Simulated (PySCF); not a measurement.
How well do the runs reproduce experiment for propene?

**What was measured.**

From NIST CCCBDB Release 22 (SRD 101), experimental dipoles, for the gas: dipole moment (microwave Stark effect, vibrational ground state) 0.363 D.

From NIST CCCBDB Release 22 (SRD 101), experimental polarizabilities, for the gas: mean polarisability 5.99 Å³.

The results are set against them at the end.

Species: propene, C₃H₆.
Atom-mapped SMILES: `[CH2:1]=[CH:2][CH3:3]` (hydrogens: H4, H5 on C1; H6 on C2; H7, H8, H9 on C3)

Structure used (GFN2-xTB), in Å, numbered top down from 1:
```
atom  x, y, z in Å
C1     1.3422    0.0806   -0.2630
C2     0.2829   -0.1074    0.5006
C3    -1.1301   -0.0024    0.0336
H4     1.2498    0.3305   -1.3076
H5     2.3460   -0.0053    0.1176
H6     0.4044   -0.3565    1.5473
H7    -1.6570    0.7635    0.6022
H8    -1.1756    0.2500   -1.0227
H9    -1.6490   -0.9471    0.1941
```

The PySCF runs (gas phase, on this GFN2-xTB geometry; no spin–orbit coupling):

```
            level                                                                job  basis functions  wall time
wB97X-D/def2-SVPD  8 singlets by full TDDFT, 3 Tamm–Dancoff triplets, polarisability              108      7.9 s
```

Hardware: one thread, Arm Neoverse N1, no GPU, shared host.

Results beside the measurements:

**Dipole moment.** Measured: 0.363 D (NIST CCCBDB Release 22 (SRD 101), experimental dipoles).

```json
{"level": "wB97X-D/def2-SVPD", "computed (D)": "0.400", "computed − measured (D)": "+0.037", "% (from the printed values)": "+10"}
```

The computed dipoles belong to one fixed geometry; measured ones are averaged over vibrations unless marked μe. Magnitudes are compared, not signs.

**Mean polarisability.** Measured: 5.99 Å³ (NIST CCCBDB Release 22 (SRD 101), experimental polarizabilities).

| level | computed (Å³) | computed − measured (Å³) | % (from the printed values) |
| --- | --- | --- | --- |
| wB97X-D/def2-SVPD | 5.75 | -0.24 | -4 |

The computed values are static and purely electronic, with core orbitals frozen in the response (1 au = 0.148185 Å³). The table of measured values doesn't say here whether a value is static or optical, or holds a vibrational part.

The geometry is computed, not the measured one. Where a level misses, the cause wasn't examined.
